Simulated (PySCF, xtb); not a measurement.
ethylene (C2H4), SMILES C=C.

GFN2-xTB (xtb) at its own geometry gives an orbital gap of 5.68 eV and a dipole moment of 0.00 D.

Geometry optimised at r2SCAN-D4/def2-TZVP.

Problem. What does PySCF with HF/def2-TZVPD give? (Estimate from the structure and the level; the computed values follow.)

Solution. gap 12.55 eV (levels -10.31 and 2.23 eV), dipole 0.00 D.
